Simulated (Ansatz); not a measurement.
Results of PBE0 (PAW; Ansatz, a quantum-chemistry and plane-wave program) for trigonal Se.

Numerical settings: plane-wave cutoff 460 eV, 9×9×6 k mesh (along the axes of the cell as run), Fermi–Dirac smearing 0.01 eV, scalar-relativistic PAW data made under PBE.

Computed at the level's own relaxed cell.

What does this level give for the Γ–Γ gap, smallest direct gap on the k points sampled, lattice parameter a and lattice parameter c?


- Γ–Γ gap: 4.57 eV
- smallest direct gap on the k points sampled: 3.41 eV
- lattice parameter a: 4.858 Å
- lattice parameter c: 4.879 Å

Measured, for comparison: lattice constant a 4.365 Å, lattice parameter c 4.958 Å (293 K, not corrected to a static lattice; as tabulated in Wikipedia's data pages). Computed (rounded) less measured: lattice constant a +11.3 %, lattice parameter c -1.6 %. A static lattice is as a rule a little smaller and stiffer than an uncorrected measurement, which narrows the difference in the lattice parameter c and would widen misses of the other sign.

Note: the cell comes from a level without a dispersion term, which matters for the spacing of layers, chains or molecules.

Spin–orbit coupling is not included.

Computed values are for the static lattice.
